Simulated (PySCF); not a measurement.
**UMP2/def2-SVP run of SiH3O2 (SMILES [O][SiH2]O)**

Aim: the vertical ionisation energy of SiH3O2 at UMP2/def2-SVP, from 2 runs. Input form: a Python script.

The results are computed with PySCF 2.14.0.

## (1) The system as given

SiH3O2: 6 atoms, total charge 0, spin state doublet. SMILES: `[O][SiH2]O`. Geometry: relaxed at PBE0-D4/def2-TZVP. This is one conformer, not always the lowest.

Bond lengths: O1–Si2 1.647 Å, Si2–O3 1.632 Å, Si2–H4 1.494 Å, Si2–H5 1.479 Å, O3–H6 0.959 Å. Angles: O1–Si2–O3 117.2°, O1–Si2–H4 98.3°, O1–Si2–H5 110.2°, O3–Si2–H4 112.7°, O3–Si2–H5 105.0°, Si2–O3–H6 119.0°, H4–Si2–H5 113.8°.

## (2) The energy at UMP2/def2-SVP

Contents of input.py:

```python
# [O][SiH2]O
from pyscf import gto, scf, mp

system = gto.M(
    atom='''
O     -3.159433    -0.926533     0.210138
Si    -0.388339     0.303112    -0.497754
O      1.794673     0.208248     1.679022
H      0.221098    -1.323375    -2.724418
H     -0.668018     3.012601    -1.122497
H      2.279766    -1.395185     2.368016
''',
    basis='def2-svp',
    verbose=3,
    charge=0,
    max_memory=1860,
    unit='bohr',
    spin=1,
)

mf = scf.UHF(system)
mf.conv_tol = 1e-10
mf.kernel()
if not mf.converged:
    mf = mf.newton().run(mf.mo_coeff, mf.mo_occ)

pt = mp.MP2(mf, frozen=7).run()
etot = pt.e_tot
print('E(%s) = %.9f' % ('MP2', etot))
```

The run is started by

```sh
$ OMP_NUM_THREADS=1 python input.py
```

The log of the run:

```text
converged SCF energy = -440.217232249367  <S^2> = 0.75613654  2S+1 = 2.0061272
E(UMP2) = -440.6402631221  E_corr = -0.423030872733828
E(SCS-UMP2) = -440.636062800856  E_corr = -0.418830551489302
E(MP2) = -440.640263122
```

Run time: 1.8 s. Hardware: 1 thread of Arm Neoverse V1, shared host; peak memory 0.14 GiB.

## (3) The singlet cation

Contents of input.py:

```python
from pyscf import gto, mp

mol = gto.Mole()
mol.atom = '''
O   -1.671900  -0.490300   0.111200
Si  -0.205500   0.160400  -0.263400
O    0.949700   0.110200   0.888500
H    0.117000  -0.700300  -1.441700
H   -0.353500   1.594200  -0.594000
H    1.206400  -0.738300   1.253100
'''
mol.charge = 1
mol.verbose = 4
mol.max_memory = 1860
mol.basis = 'def2-svp'
mol.build()

mf = mol.RHF()
mf.conv_tol = 1e-10
mf.kernel()
if not mf.converged:
    mf = mf.newton().run(mf.mo_coeff, mf.mo_occ)

pt = mp.MP2(mf, frozen=7).run()
etot = pt.e_tot
print('Final energy', etot)
```

The run is started by

```sh
$ OMP_NUM_THREADS=1 python input.py
```

The log of the run:

```text
PySCF version 2.14.0

[... 80 lines left out ...]
converged SCF energy = -439.717472626359
[... 1 line left out ...]
******** <class 'pyscf.mp.mp2.RMP2'> ********
nocc = 9, nmo = 54
frozen orbitals 7
E(RMP2) = -440.158081835768  E_corr = -0.440609209408781
E(SCS-RMP2) = -440.156587924568  E_corr = -0.439115298208991
E_corr(same-spin) = -0.103402792017168
E_corr(oppo-spin) = -0.337206417391613
Final energy -440.15808183576775
```

Run time: 1.3 s. Hardware: 1 thread of Arm Neoverse V1, shared host; peak memory 0.14 GiB.

## (4) What came out

At UMP2/def2-SVP, 7 core orbitals frozen:

| quantity | value |
| --- | --- |
| doublet SiH3O2: total energy | -440.64026 Eh |
| doublet SiH3O2: dipole moment (Hartree–Fock density) | 1.51 D |
| doublet SiH3O2: HOMO energy (Hartree–Fock orbitals) (highest over α and β) | -12.93 eV |
| doublet SiH3O2: LUMO energy (Hartree–Fock orbitals) (lowest over α and β) | 1.81 eV |
| doublet SiH3O2: correlation energy (7 core orbitals frozen) | -423.0 mEh |
| doublet SiH3O2: ⟨S²⟩ of the reference determinant | 0.756 |
| singlet cation: total energy | -440.15808 Eh |
| singlet cation: HOMO energy (Hartree–Fock orbitals) | -19.96 eV |
| singlet cation: LUMO energy (Hartree–Fock orbitals) | -10.90 eV |
| singlet cation: HOMO–LUMO gap (Hartree–Fock orbitals) | 9.07 eV |
| singlet cation: correlation energy (7 core orbitals frozen) | -440.6 mEh |
| vertical ionisation energy (to the singlet cation) | 13.121 eV |

In words: The vertical ionisation energy comes to 13.12 eV (303 kcal/mol). Only the singlet of the ionised species was computed; a triplet could lie lower. Mulliken charges (doublet SiH3O2) of the mean-field density run from -0.54 on O3 to +1.04 on Si2.
